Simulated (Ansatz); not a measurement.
Task: a geometry optimisation of C₅H₅F, SMILES C#C/C=C(/C)F, with Ansatz 0.2.0 through its Python package. Give the script and its output. Level of theory: B3LYP, cc-pVDZ basis, multiplicity 1.

```csv
atom,x (Å),y (Å),z (Å)
C,2.9887,-0.0688,0.3974
C,1.8364,-0.2746,0.1315
C,0.4746,-0.5244,-0.1860
C,-0.4979,0.3525,0.0993
C,-1.9378,0.1230,-0.2197
F,-0.1751,1.5168,0.7107
H,4.0091,0.1210,0.6366
H,0.2408,-1.4640,-0.6756
H,-2.1065,-0.8402,-0.7113
H,-2.5302,0.1453,0.7000
H,-2.3021,0.9133,-0.8829
```

The script, `c5h5f.py`:
```python
import ansatz as az
import numpy as np

GEOMETRY = """
C     2.98870   -0.06880    0.39740
C     1.83640   -0.27460    0.13150
C     0.47460   -0.52440   -0.18600
C    -0.49790    0.35250    0.09930
C    -1.93780    0.12300   -0.21970
F    -0.17510    1.51680    0.71070
H     4.00910    0.12100    0.63660
H     0.24080   -1.46400   -0.67560
H    -2.10650   -0.84020   -0.71130
H    -2.53020    0.14530    0.70000
H    -2.30210    0.91330   -0.88290
"""

mol = az.Crystal.molecule()
for line in GEOMETRY.strip().splitlines():
    symbol, *xyz = line.split()
    mol = mol.atom(symbol, [float(v) for v in xyz])

base = (
    mol.calculation()
    .basis(gaussian="cc-pVDZ")
    .functional("b3lyp")
    .scf(lower_state_search="standard")
)
symbols = [site.symbol for site in mol.cartesian_sites]
start = np.array([site.position_ang for site in mol.cartesian_sites], dtype=float)
def progress(event):
    if event["event"] == "relax_step":
        row = event["data"]
        print(f"step {row['step']:3d}  E = {row['lagrangian_ev']:.6f} eV  largest force component {row['allowed_force_max_ev_ang']:.4f} eV/A")


data = base.relax(force_tolerance=0.02).session().plan().execute(on_event=progress).report
end = np.array(data["positions_ang"])

print("reference energy %16.6f eV" % data["reference_energy_ev"])
print("total energy     %16.6f eV" % data["free_energy_ev"])
print("occupied orbitals outside the frozen core (up, down):", data["n_occupied"], " frozen:", data["n_frozen"], " virtual:", data["n_virtual"])

print("final positions (A) and the move of each atom")
for symbol, xyz, old in zip(symbols, end, start):
    print(f"{symbol:2s} {xyz[0]:10.5f} {xyz[1]:10.5f} {xyz[2]:10.5f}   {np.linalg.norm(xyz - old):7.4f}")
with open("c5h5f_opt.xyz", "w") as handle:
    handle.write(f"{len(symbols)}\nrelaxed C5H5F\n")
    handle.writelines(f"{s:2s} {x:11.6f} {y:11.6f} {z:11.6f}\n" for s, (x, y, z) in zip(symbols, end))
```

`python c5h5f.py` gives:
```text
step   1  E = -7981.291567 eV  largest force component 1.3352 eV/A
step   2  E = -7981.349936 eV  largest force component 0.2841 eV/A
step   3  E = -7981.355562 eV  largest force component 0.1063 eV/A
step   4  E = -7981.354144 eV  largest force component 0.2226 eV/A
step   5  E = -7981.356951 eV  largest force component 0.0453 eV/A
step   6  E = -7981.356993 eV  largest force component 0.0193 eV/A
reference energy     -7981.357221 eV
total energy         -7981.357221 eV
occupied orbitals outside the frozen core (up, down): [22, 22]  frozen: 0  virtual: [87, 87]
final positions (A) and the move of each atom
C     3.03795   -0.07680    0.40063    0.0500
C     1.86438   -0.25880    0.14306    0.0341
C     0.50355   -0.51455   -0.17731    0.0318
C    -0.51346    0.32554    0.08381    0.0348
C    -1.95636    0.12651   -0.22064    0.0189
F    -0.26471    1.50490    0.69217    0.0923
H     4.07091    0.09197    0.63151    0.0685
H     0.26108   -1.45943   -0.67016    0.0215
H    -2.12623   -0.83975   -0.71395    0.0199
H    -2.55258    0.16613    0.70691    0.0313
H    -2.32453    0.93418   -0.87602    0.0314
```

It writes `c5h5f_opt.xyz`:
```text
11
relaxed C5H5F
C     3.037951   -0.076801    0.400626
C     1.864380   -0.258798    0.143058
C     0.503550   -0.514550   -0.177313
C    -0.513456    0.325537    0.083808
C    -1.956358    0.126515   -0.220641
F    -0.264714    1.504897    0.692171
H     4.070910    0.091973    0.631512
H     0.261080   -1.459431   -0.670163
H    -2.126230   -0.839753   -0.713947
H    -2.552578    0.166127    0.706910
H    -2.324533    0.934184   -0.876021
```

Caveats:
- The settings weren't tested for convergence.
- The end point is the stationary point reached from this start; no frequency run checks that it is a minimum, and the basis set is modest.
- b3lyp holds the VWN-RPA fit, as in Gaussian; the form of ORCA and Turbomole is b3lyp5.
- Finished in 36 s on 1 thread of Arm Neoverse V2, on a shared host, peak memory 0.3 GiB.
